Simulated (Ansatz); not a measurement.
System: 1T (CdI2-type) PdTe2. Method: PBEsol+SOC in Ansatz (plane waves, PAW).

Numerical settings: plane-wave cutoff 520 eV, 18×18×12 k mesh (along the axes of the cell as run), Fermi–Dirac smearing 0.05 eV, PAW data made under PBE.

Shape and atoms are relaxed at each volume.

Pressure at four volumes; x = ln(V/23.984 Å³). One pressure is withheld.

```csv
V (Å³/atom),x,P (GPa)
23.024,-0.0408,?
23.504,-0.0202,1.41
23.984,0.0000,0.00
24.943,0.0392,-2.16
```

### Question
Pass a parabola P(x) through the three rows shown, estimate the bulk modulus and its pressure derivative near zero pressure, and predict the withheld pressure.

### Answer
Slopes between the rows: (0.00 − (1.41))/(0.0000 − (-0.0202)) = -69.80 and (-2.16 − (0.00))/(0.0392 − (0.0000)) = -55.10 GPa. Their difference over the span 0.0594 is c = 14.70/0.0594 = 247.5 GPa, so P(x) = 1.41 + (-69.80)(x − (-0.0202)) + 247.5 (x − (-0.0202))(x − (0.0000)). At the middle row B = −dP/dx = −[-69.80 + 247.5 × 0.0202] = 64.8 GPa, and B′ = dB/dP = 2c/B = 7.6. At x = -0.0408 the parabola gives 3.06 GPa; the run gives 3.08 GPa. The Birch–Murnaghan fit to the energies at all volumes has B0 = 64.6 GPa and B′ = 7.8.

Note: the cell comes from a level without a dispersion term, which matters for the spacing of layers, chains or molecules; the bulk modulus comes from volumes at which shape and atoms were relaxed.

Ansatz is a quantum-chemistry and plane-wave program.
